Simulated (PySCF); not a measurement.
Atoms are numbered as in `[CH2:1]=[CH:2][C:3]#[C:4][CH3:5]`. Each H is labelled by its parent atom. Ha(C1) is cis to C3; Hb(C1) is trans to C3.

How the numbers were obtained: shieldings: GIAO PBE0/pcSseg-1, geometry: GFN2-xTB, in PySCF (no solvent model, no relativistic terms, one computed conformer, fast rotation and ring inversion assumed for equivalent nuclei).

Chemical shifts δ = σref − σ; TMS for 13C (σref 186.93), 1H (σref 31.72), all at this level.

| atoms | nucleus | count | Hirshfeld charge | δ (ppm) |
| --- | --- | --- | --- | --- |
| C3 | 13C | 1 | -0.07 | ? |
| C2 | 13C | 1 | -0.04 | 125.9 |
| C1 | 13C | 1 | -0.09 | 134.0 |
| Ha(C1) | 1H | 1 | 0.05 | 5.91 |
| C5 | 13C | 1 | -0.10 | ? |
| C4 | 13C | 1 | -0.04 | 97.7 |
| H(C2) | 1H | 1 | 0.06 | ? |
| H(C5) | 1H | 3 | 0.06 | 2.18 |
| Hb(C1) | 1H | 1 | 0.05 | 5.68 |

Q: Fill in the missing shifts.

A: 
- C3: 85.7 ppm, alkyne carbon; the triple bond shields along its axis, which puts it between sp3 and sp2 carbons
- C5: 5.8 ppm, propargylic methyl carbon; a saturated carbon with 1 carbon neighbour and no heteroatom attached
- H(C2): 6.03 ppm, hydrogen on an alkene CH; a vinylic proton, deshielded by the sp2 carbon and the C=C anisotropy

Shifts are as computed. Against solution values, carbons near 30 ppm lie about +3 ppm off and those near 130 ppm about +5 ppm. Of 1211 compounds with measured shifts, 218 miss one by over three times the rms of a fit or turn the order of signals round; such compounds aren't used in these exercises.
